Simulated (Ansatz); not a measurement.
# H5NSi: the cost of one run

The runs use Ansatz 0.2.0, Gaussian basis; cc-pVTZ, core rule «outside noble gas», up to 6 orbitals frozen.

Plan: UHF; CCSD(T) on RHF; CCSD(T) on UHF; BCCD(T) on RHF; CCSDT(Q) on RHF.

## 1. What is computed

The geometry derives from a PBE0/def2-TZVP stationary point (not a proven minimum). One bond is set to the value named and the two fragments are kept rigid.

7 atoms, charge 0, spin multiplicity 1.

Atoms are counted from 1 here; the program's logs count them from 0.

Bond lengths: Si1–H3 1.486 Å, Si1–H4 1.486 Å, Si1–H5 1.494 Å, N2–H6 1.007 Å, N2–H7 1.007 Å. Angles: H3–Si1–H4 110.5°, H3–Si1–H5 107.3°, H4–Si1–H5 107.3°, H6–N2–H7 110.6°.

## 2. UHF

Input file in.yaml:

```yaml
crystal:
  periodic: [false, false, false]
  atoms:
    - {symbol: Si, position_ang: [-0.030770, 0.000000, 1.084762]}
    - {symbol: N, position_ang: [0.091560, 0.000000, -2.140920]}
    - {symbol: H, position_ang: [0.664850, -1.220684, 1.567982]}
    - {symbol: H, position_ang: [0.664848, 1.220686, 1.567982]}
    - {symbol: H, position_ang: [-1.397952, -0.000001, 1.687403]}
    - {symbol: H, position_ang: [-0.173360, -0.828320, -2.649223]}
    - {symbol: H, position_ang: [-0.173361, 0.828319, -2.649223]}
basis:
  gaussian: {orbitals: cc-pVTZ}
magnetization: {spin_polarized: true, initial_magnetization: 0}
hamiltonian: {xc: hf}
output: {orbitals: {seedname: orbitals}}
```

Command:

```
$ ansatz run in.yaml --threads 1 --pin off --events-out ev --progress --plain --max-ram 2816MiB --backend cpu
```

**Question.** How long does this run take on 1 thread of AMD EPYC 7R13, shared host, and how much memory does it need?

About 6 s, with a peak of 0.25 GiB.
